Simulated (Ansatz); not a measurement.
# CH2AlN (SMILES N#[C][AlH2]): levels of theory compared

Aim: a comparison of 6 runs (HF/STO-3G, UHF/STO-3G, revPBE/STO-3G, wB97M-V/STO-3G, wB97X/STO-3G, CCSD/STO-3G) of CH2AlN. 

The calculation is run with Ansatz 0.2.0.

72 further runs of the same task are left out: 3 that didn't finish, 69 set aside as unsound or not needed.

### Step 1. The structure to begin with

CH2AlN has 5 atoms, charge 0, and is taken as a singlet. As SMILES, `N#[C][AlH2]`. The Al3–C2 distance was set to 4.845 Å, away from the relaxed value. At this shape a bond of the SMILES string is far longer than usual.

Bond lengths: N1–C2 1.154 Å, Al3–H4 1.573 Å, Al3–H5 1.572 Å. Angles: H4–Al3–H5 126.1°.

### Step 2. The energy at HF/STO-3G (run 1)

File in.yaml:

```yaml
crystal:
  periodic: [false, false, false]
  atoms:
    - symbol: "N"
      position_ang: [3.064407, -2.978007, 3.113807]
    - symbol: C
      position_ang: [2.396307, -2.330007, 2.431407]
    - symbol: Al
      position_ang: [-0.407200, 0.390000, -0.434600]
    - symbol: H
      position_ang: [-1.629700, -0.322900, -1.120200]
    - symbol: H
      position_ang: [-0.009700, 1.903200, -0.592600]
basis:
  gaussian: {orbitals: STO-3G}
hamiltonian: {xc: hf}
accuracy: high
```

Launch:

```sh
$ ansatz run in.yaml --threads 1 --pin off --max-ram 2610MiB --events-out events.jsonl --progress --plain --runs-dir runs
```

What it wrote:

```text
Warning: RAYON_NUM_THREADS=1 ignored (pool sized by the plan → 1); use --threads N
Functional definition: HF
  name "HF"
  exchange = exact_x
  correlation = 0
323 factors; integrals over basis functions are off by at most 1.5e-8 eV
mean field evaluation 1: about -9004.9259 eV, gradient 2.3e1 eV
mean field evaluation 2: about -9004.9250 eV, gradient 2.3e1 eV
mean field evaluation 4: about -9006.6932 eV, gradient 2.6e0 eV
mean field evaluation 8: about -9006.7755 eV, gradient 5.6e-2 eV
mean field -9006.77548859 eV, -330.9928941940 hartree, gradient 4.3e-8 eV, S^2 0.000000; 0 other end points of the search recorded, 0 dependent functions left out
reference -9006.77548859 eV, -330.9928941940 hartree; 14, 14 occupied and 7, 7 virtual orbitals, 323 factors
Total energy: -9006.77548859 eV, -330.9928941940 hartree
```

Wall time 0.1 s (1 thread of Arm Neoverse V1, shared host).

### Step 3. The energy at UHF/STO-3G (run 2)

File job.yaml:

```yaml
crystal:
  periodic: [false, false, false]
  atoms:
    - {symbol: "N", position_ang: [3.064407, -2.978007, 3.113807]}
    - {symbol: C, position_ang: [2.396307, -2.330007, 2.431407]}
    - {symbol: Al, position_ang: [-0.407200, 0.390000, -0.434600]}
    - {symbol: H, position_ang: [-1.629700, -0.322900, -1.120200]}
    - {symbol: H, position_ang: [-0.009700, 1.903200, -0.592600]}
basis:
  gaussian: {orbitals: STO-3G}
magnetization: {spin_polarized: true, initial_magnetization: 0}
accuracy: high
hamiltonian: {xc: hf}
```

Launch:

```sh
$ ansatz run job.yaml --threads 1 --pin off --max-ram 2610MiB --events-out events.jsonl --progress --plain --runs-dir runs
```

What it wrote:

```text
Warning: RAYON_NUM_THREADS=1 ignored (pool sized by the plan → 1); use --threads N
[... 4 set-up lines as earlier in the session ...]
323 factors; integrals over basis functions are off by at most 1.5e-8 eV
mean field evaluation 1: about -9004.9259 eV, gradient 1.6e1 eV
mean field evaluation 2: about -9004.9250 eV, gradient 1.6e1 eV
mean field evaluation 4: about -9006.6932 eV, gradient 1.8e0 eV
mean field evaluation 8: about -9006.7755 eV, gradient 1.7e-2 eV
mean field evaluation 16: about -9008.6917 eV, gradient 7.4e0 eV
mean field evaluation 32: about -9009.3209 eV, gradient 6.3e-1 eV
mean field evaluation 64: about -9007.5489 eV, gradient 5.3e-1 eV
mean field evaluation 96: about -9006.7755 eV, gradient 3.1e-5 eV
mean field -9009.33858246 eV, -331.0870861563 hartree, gradient 2.4e-8 eV, S^2 1.447485; 5 other end points of the search recorded, 0 dependent functions left out
reference -9009.33858246 eV, -331.0870861563 hartree; 14, 14 occupied and 7, 7 virtual orbitals, 323 factors
Total energy: -9009.33858246 eV, -331.0870861563 hartree
```

Run time: 0.28 s. Hardware: 1 thread of Arm Neoverse V1, shared host.

Runs 3 to 5 aren't shown in full; the table further down has their settings and results.

### Step 4. A single-point energy at CCSD/STO-3G (run 6)

File input.yaml:

```yaml
crystal:
  periodic: [false, false, false]
  atoms:
    - {symbol: N, position_ang: [3.064407, -2.978007, 3.113807]}
    - {symbol: C, position_ang: [2.396307, -2.330007, 2.431407]}
    - {symbol: Al, position_ang: [-0.407200, 0.390000, -0.434600]}
    - {symbol: H, position_ang: [-1.629700, -0.322900, -1.120200]}
    - {symbol: H, position_ang: [-0.009700, 1.903200, -0.592600]}
basis:
  gaussian:
    orbitals: STO-3G
correlation:
  method: ccsd
  frozen_orbitals: {Al: 5, C: 1, H: 0, "N": 1}
accuracy: high
scf:
  omitted_lower_state_checks: [cluster_reference, increment]
```

Launch:

```sh
$ ansatz run input.yaml --threads 1 --pin off --max-ram 2610MiB --events-out events.jsonl --progress --plain --runs-dir runs
```

What it wrote:

```text
Warning: RAYON_NUM_THREADS=1 ignored (pool sized by the plan → 1); use --threads N
[... 11 lines left out ...]
7 core orbitals not correlated: weight in the atoms' cores, before any rotation towards them, 0.999 or more for the frozen orbitals, at most 0.001 for the correlated occupied ones
[... 150 lines left out ...]
WARN: these amplitudes may be one of several solutions (largest doubles amplitude 2.34, level shift 7.53 eV)
Total energy: -9013.54932699 eV, -331.2418281636 hartree
Checks for a lower state left out: cluster_reference, increment
```

Run time: 0.3 s. Hardware: 1 thread of Arm Neoverse V1, shared host.

### Step 5. All runs side by side

| run | level | frozen core orbitals | energy (Eh) | wall time |
| --- | --- | --- | --- | --- |
| 1 | HF/STO-3G | – | -330.992894 | 0.1 s |
| 2 | UHF/STO-3G | – | -331.087086 | 0.28 s |
| 3 | revPBE/STO-3G | – | -332.047866 | 1 s |
| 4 | wB97M-V/STO-3G | – | -332.073044 | 19 s |
| 5 | wB97X/STO-3G | – | -332.022617 | 4.8 s |
| 6 | CCSD/STO-3G | 7 | -331.241828 | 0.3 s |

### Step 6. Outcome

```
                                          quantity          value
                               run 6: total energy  -331.24183 Eh
run 6: correlation energy (7 core orbitals frozen)     -248.9 mEh
                              run 6: T1 diagnostic          0.358
```

In words: Totals of different functionals can't be ranked against each other. In run 6 the T1 diagnostic is large, so a single reference may not serve. In run 6 the log says that unrestricted orbitals would lower the reference, so the values rest on an unstable closed-shell determinant (other closed-shell runs at this shape may share the fault). In runs 1, 2, 3, 4, 5, 6 the basis is minimal, so the values are rough. Spin contamination of the reference: run 2 ⟨S²⟩ = 1.45. Where it is this large, the reference is a mixture of spin states, and values that rest on it are in doubt. All runs together took 26 s, the longest 19 s.
